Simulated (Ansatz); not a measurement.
Two shapes of singlet MgCl2.

Shape 1:

```xyz
3

Cl    0.0000    0.0000   -2.0175
Mg    0.0000    0.0000    0.0000
Cl    0.0000    0.0000    2.0175
```

Shape 2:

```xyz
3

Cl    0.0000    0.0000   -2.3684
Mg    0.0000    0.0000    0.0000
Cl    0.0000    0.0000    2.3684
```

Basis set: def2-TZVP (spherical functions). Left uncorrelated: 11 orbitals. Charge 0, multiplicity 1.

Computed with Ansatz (development build ahead of 0.2.0); each method stands on the lowest determinant of its kind that the runs found.

**Question.** Which shape is lower in energy, and by how much in each method?

**Answer.**

```
 method  E(2) − E(1) (eV)
    RHF            -0.033
RHF-MP2            -0.024
```

Shape 2 is lower.
